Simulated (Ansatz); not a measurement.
# How basis sets differ on C3H3N (acrylonitrile)

C3H3N: 7 atoms, total charge 0, spin state singlet. SMILES: `C=CC#N`. The coordinates come from a PBE0-D4/def2-TZVP relaxation.

Each level gives the atomisation enthalpy at 298 K (kJ/mol). The values are calculated. The thermal term (zero-point and 298 K enthalpy, harmonic and unscaled) is that of PBE0-D4/def2-TZVP; the spin-orbit lowering of the free atoms at 298 K, 0.0 kJ/mol by their spectra, is taken off.

**The experiment to reproduce.** CRC Handbook of Chemistry and Physics gives the atomisation enthalpy at 298 K of the gas as 3096 kJ/mol.

```
                  level  kind  program  value (kJ/mol)  computed − measured
        RPA@PBE/cc-pVDZ   RPA   Ansatz            2699                 -397
RPA@PBE/jun-cc-pV(D+d)Z   RPA   Ansatz            2703                 -393
    RPA@PBE/aug-cc-pVDZ   RPA   Ansatz            2704                 -392
        RPA@PBE/cc-pVTZ   RPA   Ansatz            2847                 -249
  RPA@PBE/d-aug-cc-pVDZ   RPA   Ansatz            2709                 -387
RPA@PBE/jun-cc-pV(T+d)Z   RPA   Ansatz            2851                 -245
    RPA@PBE/aug-cc-pVTZ   RPA   Ansatz            2854                 -242
```

Nearest: RPA@PBE/aug-cc-pVTZ (-242 kJ/mol); farthest: RPA@PBE/cc-pVDZ (-397 kJ/mol).
